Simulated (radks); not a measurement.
**Al³⁺ in [Ne]: an all-electron calculation**

An exercise on one series of results from a longer session: the logs are not shown, and one member is left open.

The numbers are computed with radks (a radial shooting solver on a logarithmic mesh, Libxc functionals) version 1 (non-relativistic Kohn-Sham, LDA (Slater exchange, Perdew-Wang correlation), spin-polarised, spherical densities, point nucleus), except any that are marked as measured or tabulated.

## The atom as given

- element: aluminium (Z = 13)
- charge: +3
- electrons: 10
- configuration: [Ne]

Outer shells as boxes (Hund's rule):

Al³⁺
```
[He] core
2s [↑↓]
2p [↑↓][↑↓][↑↓]
```

Set-up of the first run:

The run's settings:

```text
Z 13
configuration [Ne] 3s0 3p0 3d0
relativity non-relativistic
functional lda,pw
spin polarised
nucleus point
```

Among the steps run: Self-consistent calculation.

One table of the session follows, with a row left open; its other results are not shown here.

It belongs to the step «Radial structure». The radial density on a logarithmic grid:

| r (bohr) | 4πr²ρ (e/bohr) |
| --- | --- |
| 0.00490 | 0.3683 |
| 0.00696 | 0.7058 |
| 0.00990 | 1.322 |
| 0.0142 | 2.430 |
| 0.0202 | 4.208 |
| 0.0287 | ? |
| 0.0411 | 10.20 |
| 0.0585 | 13.25 |
| 0.0838 | 14.47 |
| 0.119 | 12.70 |
| 0.169 | 9.541 |
| 0.243 | 8.809 |
| 0.345 | 11.34 |
| 0.495 | 12.33 |
| 0.704 | 8.496 |
| 1.00 | 3.275 |
| 1.43 | 0.5685 |
| 2.04 | 0.03670 |

**Question.** Estimate the row for r (bohr) = 0.0287.

Worked estimate for «4πr²ρ (e/bohr)». A straight line through the neighbours (0.0202, 4.208) and (0.0411, 10.20) gives 4.208 + (10.20 − 4.208) × (0.0287 − 0.0202) / (0.0411 − 0.0202) = 6.645; a parabola fitted to 4 rows on both sides gives 6.967.

**Answer.** 4πr²ρ (e/bohr): 6.830. In «4πr²ρ (e/bohr)» the line misses by -0.185 and the parabola by +0.137.
